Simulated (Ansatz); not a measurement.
Ansatz (a program for electronic structure) job for phosphine (H3P), SMILES P, PBE/def2-TZVPD. The structure is a stationary point at PBE0-D3(BJ)/def2-TZVPD.

Ansatz 0.2 input:
```yaml
crystal:
  periodic: [false, false, false]
  atoms:
    - {symbol: P, position_ang: [-0.00000000, 0.00000000, 0.12902088]}
    - {symbol: H, position_ang: [-1.03075911, -0.59510905, -0.64510439]}
    - {symbol: H, position_ang: [0.00000004, 1.19021808, -0.64510441]}
    - {symbol: H, position_ang: [1.03075911, -0.59510909, -0.64510435]}
basis:
  gaussian:
    orbitals: def2-TZVPD
hamiltonian:
  xc: {name: PBE}
```

It prints:

```
Functional definition: PBE
integrals: 0.01 GiB planned
428 factors; their error is unknown
mean field: 0.12 GiB planned
mean field evaluation 1: about -9332.1361 eV, gradient 1.6e1 eV
mean field evaluation 2: about -9332.4344 eV, gradient 1.5e1 eV
mean field evaluation 4: about -9333.0673 eV, gradient 5.5e-1 eV
mean field evaluation 8: about -9333.0538 eV, gradient 2.3e-3 eV
mean field -9333.05383236 eV, -342.9834021681 hartree, gradient 7.2e-5 eV, S^2 0.000000; 0 other end points of the search recorded, 0 dependent functions left out
reference -9333.05386332 eV, -342.9834033057 hartree; 9, 9 occupied and 61, 61 virtual orbitals, 428 factors
Total energy: -9333.05386332 eV, -342.9834033057 hartree
```

Self-consistency was reached.
